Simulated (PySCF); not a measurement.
# Peak assignment

Numbering as in the mapped SMILES `[CH3:1][c:2]1[c:3]([F:4])[c:5]1=[O:6]`. Hydrogens are named by the atom that carries them.

PySCF 2.14.0 with density-fitted response routines calculation with spin–spin couplings from B3LYP/pcJ-1, shielding tensors at PBE0/pcSseg-1 (GIAO) and GFN2-xTB geometry; one conformer, fast rotation and ring inversion assumed for equivalent nuclei, in vacuum, no relativistic terms.

Referencing at the same level of theory: $^{13}$C vs TMS.

Problem. Assign these signals to the numbered atoms. $^{13}$C{$^{1}$H} NMR (computed): δ 168.1 (C, d, J = 650.8 Hz), 147.9 (C, d, J = 33.4 Hz), 144.0 (C, d, J = 21.0 Hz), 10.3 (CH3, d, J = 5.5 Hz).

Solution. 
168.1 → C3, unsaturated ring carbon
147.9 → C2, unsaturated ring carbon
144.0 → C5, ring carbonyl carbon
10.3 → C1, methyl carbon on an unsaturated ring: a saturated carbon with 1 carbon neighbour and no heteroatom attached

Common functionals overestimate the size of one-bond C–F couplings by tens of Hz; these are unscaled. Shifts are as computed. Against solution values, carbons near 30 ppm lie about +3 ppm off and those near 130 ppm about +5 ppm. Of 1211 compounds with measured shifts, 218 miss one by over three times the rms of a fit or turn the order of signals round; such compounds aren't used in these exercises.
